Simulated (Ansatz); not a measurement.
`CC[C](C)C` radical, relaxed with UKS PBE0-D4/def2-TZVP in the Gaussian-basis code of Ansatz from a PBE-D4/def2-SVP geometry. The force threshold is 0.005 eV/Å; the program also tests the step.

The species carries charge 0 and has multiplicity 2.

Start:

```xyz
16

C     1.049    0.912   -1.324
C     1.107   -0.222   -0.275
C    -0.179   -0.421    0.475
C    -1.289   -1.190   -0.167
C    -0.499    0.471    1.632
H     2.018    1.024   -1.853
H     0.809    1.886   -0.850
H     0.269    0.712   -2.088
H     1.928    0.002    0.443
H     1.389   -1.167   -0.792
H    -1.934   -0.545   -0.821
H    -0.908   -2.008   -0.816
H    -1.976   -1.634    0.586
H     0.412    0.761    2.198
H    -1.210   -0.008    2.339
H    -0.987    1.428    1.312
```

(1) By how much does the energy fall, and how many steps does the optimiser take? (Estimate.)

(2) Which bonds change most? (Estimate.)

(3) Give the relaxed structure. (Best estimate.)

## Answers

(1) The calculation gave: 6.14 kJ/mol, in 4 steps.

(2) Computed: C4–H11 from 1.122 to 1.103 Å; C5–H16 from 1.121 to 1.103 Å; C4–H13 from 1.112 to 1.094 Å; C4–H12 from 1.111 to 1.094 Å.

(3) Ansatz gave: 
```xyz
16

C     1.027    0.905   -1.303
C     1.104   -0.227   -0.271
C    -0.168   -0.431    0.478
C    -1.276   -1.180   -0.170
C    -0.492    0.472    1.613
H     1.978    1.022   -1.829
H     0.790    1.858   -0.823
H     0.254    0.704   -2.049
H     1.914   -0.006    0.433
H     1.379   -1.154   -0.788
H    -1.891   -0.534   -0.818
H    -0.902   -1.992   -0.799
H    -1.959   -1.607    0.571
H     0.404    0.754    2.173
H    -1.199    0.008    2.307
H    -0.963    1.410    1.276
```
